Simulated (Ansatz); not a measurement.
This script for Ansatz 0.2.0, Python API starts 6 runs on C2H3FS, SMILES FC=CS. What input does the engine get in each?

The script, `field_c2h3fs.py`:
```python
"""Dipole of C2H3FS in the field of point charges."""

import ansatz as az
import numpy as np

c2h3fs = (
    az.Crystal.molecule()
    .atom("F", (-0.7123, -1.008, -1.1012))
    .atom("C", (-0.5754, -0.6654, 0.1851))
    .atom("C", (0.2033, 0.3189, 0.5767))
    .atom("S", (1.2029, 1.3199, -0.5096))
    .atom("H", (-1.1506, -1.3196, 0.8065))
    .atom("H", (0.3504, 0.5314, 1.6499))
    .atom("H", (0.7429, 0.7549, -1.653))
)

model = c2h3fs.calculation().basis(gaussian="def2-SVPD").functional("pbe", dispersion="d3bj").forces()
# charges +q and -q at -R and +R make a nearly even field 2 k q / R^2 at the centre
centre = np.mean([site.position_ang for site in c2h3fs.cartesian_sites], axis=0)
field = 2 * 14.399645 * 3.0 / 40.0 ** 2


def dipole(axis, sign):
    arm = 40.0 * np.eye(3)[axis]
    pair = [{"charge": sign * 3.0, "position_ang": (centre - arm).tolist()}, {"charge": -sign * 3.0, "position_ang": (centre + arm).tolist()}]
    deck = model.input().set(az.key.basis.gaussian.point_charges, pair)
    return np.array(az.Session.from_dict(deck).plan().execute().report["charge_distribution"]["dipole_moment_e_ang"])


print(f"field {field:.4f} V/A")
alpha = np.array([(dipole(axis, 1) - dipole(axis, -1)) / (2 * field) * 14.399645 for axis in range(3)])
print("polarisability tensor (A^3)")
print(np.array2string(alpha, precision=3, suppress_small=True))
print(f"mean {np.trace(alpha) / 3:.3f} A^3 = {np.trace(alpha) / 3 / 0.14818471:.2f} bohr^3")
```

Run 1:
```yaml
crystal:
  periodic: [false, false, false]
  atoms:
    - { symbol: F, position_ang: [-0.7123, -1.008, -1.1012] }
    - { symbol: C, position_ang: [-0.5754, -0.6654, 0.1851] }
    - { symbol: C, position_ang: [0.2033, 0.3189, 0.5767] }
    - { symbol: S, position_ang: [1.2029, 1.3199, -0.5096] }
    - { symbol: H, position_ang: [-1.1506, -1.3196, 0.8065] }
    - { symbol: H, position_ang: [0.3504, 0.5314, 1.6499] }
    - { symbol: H, position_ang: [0.7429, 0.7549, -1.653] }
basis:
  gaussian:
    orbitals: def2-SVPD
    point_charges:
      - { charge: 3.0, position_ang: [-39.991257142857144, -0.00970000000000001, -0.006514285714285727] }
      - { charge: -3.0, position_ang: [40.008742857142856, -0.00970000000000001, -0.006514285714285727] }
hamiltonian:
  xc: pbe
  dispersion: d3bj
output:
  forces: true
```

Run 2, against run 1:
```diff
-      - { charge: 3.0, position_ang: [-39.991257142857144, -0.00970000000000001, -0.006514285714285727] }
-      - { charge: -3.0, position_ang: [40.008742857142856, -0.00970000000000001, -0.006514285714285727] }
+      - { charge: -3.0, position_ang: [-39.991257142857144, -0.00970000000000001, -0.006514285714285727] }
+      - { charge: 3.0, position_ang: [40.008742857142856, -0.00970000000000001, -0.006514285714285727] }
```

Run 3, against run 1:
```diff
-      - { charge: 3.0, position_ang: [-39.991257142857144, -0.00970000000000001, -0.006514285714285727] }
-      - { charge: -3.0, position_ang: [40.008742857142856, -0.00970000000000001, -0.006514285714285727] }
+      - { charge: 3.0, position_ang: [0.008742857142857148, -40.0097, -0.006514285714285727] }
+      - { charge: -3.0, position_ang: [0.008742857142857148, 39.9903, -0.006514285714285727] }
```

Run 4, against run 1:
```diff
-      - { charge: 3.0, position_ang: [-39.991257142857144, -0.00970000000000001, -0.006514285714285727] }
-      - { charge: -3.0, position_ang: [40.008742857142856, -0.00970000000000001, -0.006514285714285727] }
+      - { charge: -3.0, position_ang: [0.008742857142857148, -40.0097, -0.006514285714285727] }
+      - { charge: 3.0, position_ang: [0.008742857142857148, 39.9903, -0.006514285714285727] }
```

Run 5, against run 1:
```diff
-      - { charge: 3.0, position_ang: [-39.991257142857144, -0.00970000000000001, -0.006514285714285727] }
-      - { charge: -3.0, position_ang: [40.008742857142856, -0.00970000000000001, -0.006514285714285727] }
+      - { charge: 3.0, position_ang: [0.008742857142857148, -0.00970000000000001, -40.00651428571429] }
+      - { charge: -3.0, position_ang: [0.008742857142857148, -0.00970000000000001, 39.99348571428571] }
```

Run 6, against run 1:
```diff
-      - { charge: 3.0, position_ang: [-39.991257142857144, -0.00970000000000001, -0.006514285714285727] }
-      - { charge: -3.0, position_ang: [40.008742857142856, -0.00970000000000001, -0.006514285714285727] }
+      - { charge: -3.0, position_ang: [0.008742857142857148, -0.00970000000000001, -40.00651428571429] }
+      - { charge: 3.0, position_ang: [0.008742857142857148, -0.00970000000000001, 39.99348571428571] }
```

```console
$ python field_c2h3fs.py
field 0.0540 V/A
polarisability tensor (A^3)
[[ 7.217  2.017 -0.477]
 [ 2.018  7.802 -0.38 ]
 [-0.473 -0.376  6.934]]
mean 7.318 A^3 = 49.38 bohr^3
```

The geometry is a force-field or estimated start, not a minimum of this method, and the basis set is short of its limit. The field of two point charges is only nearly even. Finished in 18 s on 1 thread of Arm Neoverse V2, on a shared host, peak memory 0.2 GiB.

(Lines on the test bed's own set-up are left out of the output.)
